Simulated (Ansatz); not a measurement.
Reaction (SMILES): FOF → 2 F atom + O atom
B3LYP-D3(BJ)/def2-TZVP geometries, fixed; electronic energies without zero-point terms.

The atomisation energy at MP2 with Ansatz (a program for electronic structure), in kcal/mol, split into its Hartree-Fock and correlation parts. Cores are frozen. A restricted Hartree-Fock determinant is unstable towards unrestricted orbitals. Open shells are unrestricted. No added dispersion term, no relativity. Functions are those of the species that has most.

| basis | X | functions | Hartree-Fock | MP2 |
|---|---|---|---|---|
| aug-cc-pVDZ | 2 | 69 | -44.37 | 85.72 |
| aug-cc-pVTZ | 3 | 138 | -39.90 | 98.85 |
| aug-cc-pVQZ | 4 | 240 | -40.03 | 102.02 |

Worked estimate of the basis-set limit from each neighbouring pair, with Hartree-Fock from the larger set and the correlation part extrapolated as X^-3.
Correlation parts: X = 2: 130.09, X = 3: 138.75, X = 4: 142.05.
- (2,3): (27·(138.75) - 8·(130.09))/19 = 142.40; with Hartree-Fock -39.90 the estimate is 102.50 kcal/mol.
- (3,4): (64·(142.05) - 27·(138.75))/37 = 144.46; with Hartree-Fock -40.03 the estimate is 104.43 kcal/mol.
The last two estimates differ by 1.93 kcal/mol; the largest set lies 2.41 from the last. Over the last step Hartree-Fock moves by -0.13 and the correlation part by 3.30.
